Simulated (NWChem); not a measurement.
## Correlation energy of Li2

```xyz
2

Li     0.0000     0.0000     1.3936
Li     0.0000     0.0000    -1.3936
```
Charge 0, spin multiplicity 1.

Everything below was run with NWChem. Structure: optimised with PBE0/def2-SVP, a minimum by its harmonic frequencies.

Basis set: 6-31G*. Each correlation energy counts from its own Hartree-Fock reference.

The correlated methods freeze no orbitals. The Pople sets run with spherical d functions. The structure started from a generated list of species. No row is a measurement; the coupled-cluster row has its own basis-set and correlation limits.

Question: For the correlation energy, MP2 gives -19.5 mHa and SCS-MP2 gives -23.3 mHa. What do CCSD, CCSD+T(CCSD), CCSD(T) give?

Answer: CCSD: -30.5 mHa; CCSD+T(CCSD): -30.6 mHa; CCSD(T): -30.6 mHa.
